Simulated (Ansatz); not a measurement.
Input file:

```yaml
crystal:
  periodic: [false, false, false]
  atoms:
    - {symbol: B, position_ang: [0.000000, 0.000000, 1.809825]}
    - {symbol: Be, position_ang: [0.000000, 0.000000, -0.232573]}
    - {symbol: H, position_ang: [0.000000, 0.000000, -1.577252]}
basis:
  gaussian: {orbitals: "6-31G*"}
magnetization: {spin_polarized: false, initial_magnetization: 2}
correlation: {active_space: {window: {electrons: 6, orbitals: 4}, states: [{multiplicity: 3, weights: [1, 1]}], root: 0}}
accuracy: high
output: {forces: true}
```

```sh
$ ansatz run in.yaml --threads 1 --pin off --events-out ev --progress --plain --max-ram 2393MiB
```

The program prints:

```
595 factors; integrals over basis functions are off by at most 3.1e-9 eV
mean field evaluation 1: about -1079.7195 eV, gradient 8.3e0 eV
mean field evaluation 2: about -1079.7226 eV, gradient 8.3e0 eV
mean field evaluation 4: about -1081.2166 eV, gradient 1.8e0 eV
mean field evaluation 8: about -1081.3537 eV, gradient 1.1e-1 eV
mean field evaluation 16: about -1074.2439 eV, gradient 6.4e0 eV
mean field evaluation 32: about -1081.3538 eV, gradient 2.2e-4 eV
mean field evaluation 64: about -1081.3062 eV, gradient 1.9e0 eV
mean field -1081.35384829 eV, -39.7390209567 hartree, gradient 5.2e-8 eV, S^2 2.000000; 6 other end points of the search recorded, 0 dependent functions left out
reference -1081.35384829 eV, -39.7390209567 hartree; 6, 4 occupied and 26, 28 virtual orbitals, 595 factors
state -1081.18212375 eV, -39.7327101962 hartree
state -1075.21012147 eV, -39.5132431604 hartree
the calculation of the forces begins
Total energy: -1081.18212375 eV, -39.7327101962 hartree
Atom 0 at     0.000000     0.000000     1.809825 Å, force    -0.000000    -0.000000    -1.763924 eV/Å
Atom 1 at     0.000000     0.000000    -0.232573 Å, force     0.000000     0.000000     1.553221 eV/Å
Atom 2 at     0.000000     0.000000    -1.577252 Å, force     0.000000    -0.000000     0.210703 eV/Å
Dipole moment:    -0.000000     0.000000    -0.085335 e Å
```

Natural occupations, averaged over the states: 2.0000 1.5000 1.5000 1.0000.

Before any correction even the lowest state lies above the reference determinant, by 0.17 eV, so the averaged orbitals or the space serve it badly.

Forces (eV/Å):
```
B    0.000  0.000 -1.764
Be   0.000  0.000  1.553
H    0.000  0.000  0.211
```

Ran on 1 thread of AMD EPYC, shared host: 3.5 s wall, 0.2 GiB peak host memory.
